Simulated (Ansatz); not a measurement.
The inner images of a band of C2H4OS (8 atoms, charge 0, multiplicity 1) are given out of order.

These are results of RKS PBE/def2-mTZVP in Ansatz, not measurements.

First end point:

```xyz
8
Properties=species:S:1:pos:R:3
H -0.761 -1.969 -1.620
S 0.339 -1.594 -0.909
C -0.476 -0.114 -0.209
C 0.458 0.710 0.646
O -1.632 0.169 -0.439
H -0.131 1.291 1.366
H 1.003 1.413 -0.003
H 1.198 0.092 1.170
```

Last end point:

```xyz
8
Properties=species:S:1:pos:R:3
H -1.520 -0.940 -1.357
S 0.717 -1.896 -0.576
C -0.061 -0.472 -0.263
C 0.443 0.646 0.595
O -1.268 -0.172 -0.794
H -0.352 1.000 1.269
H 0.724 1.498 -0.046
H 1.317 0.334 1.173
```

Task: Put them in order from the first end to the last, with their energies above the first end.
A.
```xyz
8
Properties=species:S:1:pos:R:3
H -1.272 -1.180 -1.249
S 0.580 -1.731 -0.905
C -0.162 -0.361 -0.270
C 0.438 0.680 0.619
O -1.421 -0.264 -0.688
H -0.310 1.197 1.235
H 0.945 1.436 -0.003
H 1.203 0.224 1.260
```
B.
```xyz
8
Properties=species:S:1:pos:R:3
H -0.868 -1.844 -1.551
S 0.341 -1.651 -0.953
C -0.401 -0.161 -0.222
C 0.472 0.704 0.648
O -1.560 0.110 -0.472
H -0.199 1.251 1.321
H 0.987 1.438 0.008
H 1.228 0.153 1.221
```
C.
```xyz
8
Properties=species:S:1:pos:R:3
H -0.939 -1.672 -1.457
S 0.351 -1.697 -0.983
C -0.337 -0.208 -0.231
C 0.473 0.697 0.644
O -1.503 0.028 -0.508
H -0.248 1.222 1.281
H 0.972 1.441 0.005
H 1.233 0.189 1.250
```
D.
```xyz
8
Properties=species:S:1:pos:R:3
H -1.455 -1.078 -1.261
S 0.726 -1.744 -0.832
C -0.104 -0.416 -0.281
C 0.433 0.665 0.606
O -1.379 -0.266 -0.689
H -0.346 1.171 1.194
H 0.935 1.427 -0.012
H 1.190 0.241 1.274
```
E.
```xyz
8
Properties=species:S:1:pos:R:3
H -1.010 -1.491 -1.359
S 0.384 -1.721 -0.986
C -0.278 -0.259 -0.244
C 0.464 0.689 0.636
O -1.464 -0.071 -0.562
H -0.278 1.204 1.258
H 0.958 1.440 0.001
H 1.225 0.207 1.257
```
F.
```xyz
8
Properties=species:S:1:pos:R:3
H -1.122 -1.329 -1.292
S 0.462 -1.725 -0.960
C -0.221 -0.309 -0.258
C 0.451 0.684 0.628
O -1.443 -0.174 -0.625
H -0.293 1.198 1.250
H 0.950 1.439 0.000
H 1.216 0.215 1.257
```
G.
```xyz
8
Properties=species:S:1:pos:R:3
H -1.551 -0.971 -1.302
S 0.778 -1.821 -0.706
C -0.061 -0.463 -0.275
C 0.440 0.646 0.597
O -1.314 -0.215 -0.717
H -0.377 1.079 1.192
H 0.844 1.450 -0.040
H 1.243 0.294 1.250
```

Result: B (+0.07 eV), C (+0.31 eV), E (+0.80 eV), F (+1.19 eV), A (+0.68 eV), D (+0.24 eV), G (+0.15 eV).

The run took 49 s on 2 threads of INTEL(R) XEON(R) PLATINUM 8581C CPU @ 2.30GHz (Emerald Rapids), with other jobs on the host, peak memory 0.18 GiB.
